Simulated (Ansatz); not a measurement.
## Stretching singlet SiO

The Si–O distance is varied.

Basis set: cc-pVDZ (spherical functions). Left uncorrelated: 6 orbitals. Charge 0, multiplicity 1.

Computed with Ansatz (development build ahead of 0.2.0), each point on the determinant that the search for low states chose. Each curve is measured from its own lowest point listed.

| r(Si–O) (Å) | RHF (eV) |
| --- | --- |
| 1.401 | 0.445 |
| 1.506 | 0.000 |
| 1.522 | 0.009 |
| 1.576 | 0.148 |
| 1.614 | 0.335 |
| 1.645 | 0.527 |
| 1.658 | 0.618 |

Q: Give the RHF-MP2 curve at the same distances.

A:

```tsv
r (Å)	E (eV)
1.401	0.834
1.506	0.076
1.522	0.036
1.576	0.000
1.614	0.056
1.645	0.140
1.658	0.184
```

Caution at some points: no unrestricted run beside it, a lower state can exist.
